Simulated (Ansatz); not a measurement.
Geometry optimisation, UKS PBE0-D4/def2-SVP in Ansatz.

input.yaml

```yaml
crystal:
  periodic: [false, false, false]
  atoms:
    - { symbol: Si, position_ang: [-0.27551, 0.40018, -0.35396] }
    - { symbol: C, position_ang: [0.84418, -0.36437, 0.80912] }
    - { symbol: Cl, position_ang: [0.76521, -2.00738, 1.27303] }
    - { symbol: H, position_ang: [-1.43437, 0.17085, -1.23115] }
    - { symbol: H, position_ang: [0.10049, 1.80072, -0.49704] }
magnetization:
  spin_polarized: true
  initial_magnetization: 1
basis:
  gaussian: { orbitals: def2-SVP }
hamiltonian:
  xc: pbe0
  dispersion: d4
relax:
  f_tol: 0.02
  max_steps: 40
```

Launched with:

```bash
$ ansatz run input.yaml --threads 1 --pin off --max-ram 2048MiB --backend cpu --events-out ev --progress --plain --runs-dir out
```

Where does it end, and by what steps?

It converged. After 7 steps the energy has fallen by 0.557 eV; C2 moved furthest, 0.35 Å.

```tsv
step	energy less start (eV)	largest force component (eV/Å)	accepted
0	0.0000	2.174	yes
1	-0.4120	1.195	yes
2	-0.5146	0.730	yes
3	-0.5341	0.155	yes
4	-0.5475	0.093	yes
5	-0.5561	0.037	yes
6	-0.5545	0.068	no
7	-0.5569	0.012	yes
```

```xyz
5
Properties=species:S:1:pos:R:3
Si -0.254 0.509 -0.372
C 0.589 -0.541 0.655
Cl 0.906 -1.984 1.383
H -1.421 0.096 -1.196
H 0.180 1.920 -0.469
```

Whether the end is a true minimum wasn't checked by a vibrational analysis.

The run took 29 s on 1 thread of Arm Neoverse V1 (shared host), peak memory 0.15 GiB.
